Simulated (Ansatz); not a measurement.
Species: C4H3O, net charge -1, singlet state. It need not be the lowest isomer of its formula. Whether it binds its extra electron was not tested at this geometry. 
Structure (B3LYP-D3(BJ)/def2-TZVP (Ansatz, a program for electronic structure) minimum search):
SMILES: c1[c-]cco1
```xyz
8

O      0.0010     0.0139     1.1471
C      0.0092     1.1245     0.2468
C     -0.0083    -1.0624     0.3173
C      0.0056     0.8006    -1.0718
C     -0.0061    -0.6613    -0.9841
H      0.0172     2.0595     0.7919
H     -0.0157    -2.0280     0.8048
H     -0.0123    -1.3515    -1.8226
```
Charge -1, spin multiplicity 1.

Basis-set convergence of Hartree-Fock and CCSD correlation energies (hartree) with Ansatz. Valence correlation only, unless marked. No spin-orbit coupling. Non-relativistic. This anion needs diffuse functions, which these sets lack.

The Hartree-Fock reference is unstable (checked in the largest basis), which strains HF and MP2. 

| basis | functions | E(HF) | E(corr, CCSD) |
|---|---|---|---|
| cc-pVDZ | - | -227.97590 | -0.73834 |
| cc-pVTZ | 192 | ? | ? |

**Question.** Complete the blanks.

**Answer.** 
- cc-pVTZ, E(HF): -228.04412
- cc-pVTZ, E(corr, CCSD): -0.89068
